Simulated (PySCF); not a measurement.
Si(OH)H3.
Geometry (PBE0-D3(BJ)/def2-SVP, Å), atoms numbered from 1 in this order:
```xyz
6
H4OSi angstrom
Si    -0.065   -0.123   -0.369
O     -0.060   -0.091    1.296
H      0.355    0.667    1.715
H      1.322   -0.134   -0.933
H     -0.783    1.056   -0.950
H     -0.769   -1.374   -0.760
```

Theory: TDDFT wB97X-D/def2-SVPD, vertical, gas phase, core orbitals frozen in the response in PySCF 2.14.0, density-fitted response routines.

Transition dipole moments from the ground state, in atomic units and in the frame of the coordinates above (overall signs are arbitrary), for the states with f of 0.002 or more among the lowest 7:

```tsv
state	E (hartree)	μx	μy	μz
S1	0.2679	0.099	-0.055	0.001
S2	0.2959	0.068	0.127	0.225
S3	0.3193	-0.379	0.210	-0.003
S4	0.3283	0.233	-0.137	0.000
S5	0.3365	-0.615	0.338	-0.004
S6	0.3395	0.280	0.509	-0.002
S7	0.3454	0.047	0.104	-0.125
```

What oscillator strength does each state have?

f = (2/3) ΔE |μ|² with ΔE in hartree (27.2114 eV).

| state | \|μ\|² (au) | \|μ\| (D) | f |
| --- | --- | --- | --- |
| S1 | 0.013 | 0.29 | 0.002 |
| S2 | 0.071 | 0.68 | 0.014 |
| S3 | 0.188 | 1.10 | 0.040 |
| S4 | 0.073 | 0.69 | 0.016 |
| S5 | 0.492 | 1.78 | 0.110 |
| S6 | 0.337 | 1.48 | 0.076 |
| S7 | 0.029 | 0.43 | 0.007 |

The point group is Cs. Which irreducible representation does each state belong to?

From a totally symmetric ground state, an allowed state transforms like the component of the dipole operator along its μ. Polarised normal to the mirror plane, so A″: S1, S3, S4 and S5. Polarised in the mirror plane, so A′: S2, S6 and S7.

What angle do the transition dipoles of S3 and S5 make?

|cos θ| = |μa·μb| / (|μa| |μb|) = 1.00, so θ ≈ 0° (taken between 0 and 90°, since the signs are arbitrary).

How is the summed strength of these states shared among x, y and z?

(2/3) Σ ΔE μα² gives 0.148 for x, 0.104 for y and 0.014 for z, 0.265 in all.
